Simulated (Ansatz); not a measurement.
**Relaxing a trial structure of C2H4Cl−**

The starting geometry of this gas-phase triplet was optimised with GFN2-xTB as a singlet; its bonds are those of `C[CH-]Cl`.

```xyz
7

C    -1.3752    1.2026   -1.0349
C    -2.4104    0.4957   -0.1636
Cl   -3.2647   -0.7162   -1.3300
H    -0.6432    0.5593   -1.5624
H    -0.8053    1.8757   -0.3815
H    -1.8685    1.8176   -1.7959
H    -1.8321   -0.2295    0.4755
```

Q: Predict what becomes of its bonds when it is optimised with PBE-D3(BJ)/def2-SVPD.

A: It loosens into C2H4 + Cl, which stay close as a complex (formulas without charges). Contacts that open: C2–Cl3 (1.89 → 2.83 Å).

The energy falls by 1.76 eV over 15 steps:

```csv
step,E − E(last) (eV)
1,1.762
3,0.434
4,0.119
6,0.017
7,0.010
9,0.003
10,0.002
12,0.000
13,0.000
15,0.000
```

Final geometry (Å):

```xyz
7

C    -1.2654    1.1923   -1.0053
C    -1.9151    0.1697   -0.1683
Cl   -4.1703   -0.6090   -1.6819
H    -0.2194    0.9233   -1.3091
H    -1.1940    2.1966   -0.5101
H    -1.8517    1.3288   -1.9383
H    -1.5837   -0.1965    0.8200
```

No frequencies were run, so the end isn't proven a minimum. Open shells are spin-unrestricted. The triplet needn't be the ground state. Run with Ansatz 0.2.0, 2 min on 1 thread of Intel(R) Xeon(R) Processor @ 2.50GHz (Skylake/Cascade Lake) (shared host).
